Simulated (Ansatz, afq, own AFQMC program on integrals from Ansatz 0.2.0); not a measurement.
## Ni, triplet → Ni⁺, quartet

A free Ni atom.

E(quartet, charge +1) − E(triplet, charge +0) at this geometry, on UHF and UHF determinants.

Basis def2-SVP. Only valence electrons are correlated. Integrals, coupled cluster, full CI and functionals: Ansatz 0.2.0; the random walks run on the same integrals in our own AFQMC program. The CISD trial takes its coefficients from CCSD amplitudes. Released means that phaseless walkers are propagated on without the constraint, phases kept. Free projection: walkers drawn from exp(T), propagated without any constraint. Its projection time is finite, and what remains of the start isn't in its error. Uncertainties: one standard error, sampling alone. The metal's outer-core s and p shells are frozen, which shifts wave-function levels against functionals. The errors of all members are added in quadrature.

No full CI on the walks' own integrals is used here; CCSDT(Q) serves as the reference and is uncertain by about the last step of the cluster series. Each member takes its own surest rung, up to full CI.

Errors are counted within def2-SVP, not against nature.

Cautions: no relativity below Rb; outer-core shells of the metal frozen; Ni (triplet): the ph-AFQMC/CISD walk drifts between its halves (2.4 errors); Ni⁺ (quartet): another spin lies lower, the ph-AFQMC/HF walk drifts between its halves (2.2 errors); this isn't the first ionization.

```tsv
level	vertical ionization energy (kJ/mol)
CCSD	765.4
HF	669.7
```

Task: From these cheaper values, estimate the vertical ionization energy at the reference level in def2-SVP.

Result: 769.7 kJ/mol (CCSDT(Q) in def2-SVP).

| level | vertical ionization energy (kJ/mol) | error against CCSDT(Q) (kJ/mol) |
| --- | --- | --- |
| MP2 | 740.1 | -29.6 |
| CCSD(T) | 769.5 | -0.2 |
| CCSDT | 769.9 | 0.2 |
| ph-AFQMC/HF | 757.3 ± 3.7 | -12.3 ± 3.7 |
| ph-AFQMC/CISD | 769.7 ± 0.9 | 0.1 ± 0.9 |
| released AFQMC | 768.7 ± 1.4 | -1.0 ± 1.4 |
| free AFQMC | 768.8 ± 1.4 | -0.9 ± 1.4 |

Correlation beyond CCSD(T) adds 0.2 kJ/mol. The perturbative (T) step is worth +4.0 kJ/mol.

Free projections are given only where their last times agree within the noise and don't stop above the reference; a slow remainder of the start can still hide under it. A walk keeps the symmetry of its determinant, which the program's search chose and which needn't be the lowest solution, so a lower state of the same spin and another symmetry isn't excluded. Released energies are given only where the last usable release times agree within the noise; a slower fall can still hide under it.
